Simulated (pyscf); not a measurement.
Optimised with ωB97X-D3(BJ)/def2-SVP in PySCF. MP2 and CC: frozen core, UHF for open shells. ΔMP2 is the change of the MP2 total energy from the triple- to the quadruple-zeta basis.

### Question
How much does it cost (ΔH, 298 K, CCSD(T)/def2-TZVPP + ΔMP2(QZVPP)) to split `[Cl][GaH][SeH]` at its Cl–Ga bond into Cl• + [HGa–SeH]•?

### Answer
Cl–Ga to Cl• + [HGa–SeH]•: 444.5 kJ/mol. The radicals are drawn with the spin at the cut bond; how far it spreads was not checked. Other isomers of [HGa–SeH]• were not searched in full and may lie lower. The CCSD(T) − MP2 part came from Ansatz, without density fitting, on the same reference. The frozen core leaves the outer d or s,p core shells of the metals and heavy elements correlated in the MP2 and CC values, and def2-TZVPP describes them poorly, which can shift differences by a few kcal/mol. Left out: the spin-orbit lowering of Cl. Elements up to Kr have no core potential and no relativistic terms here.
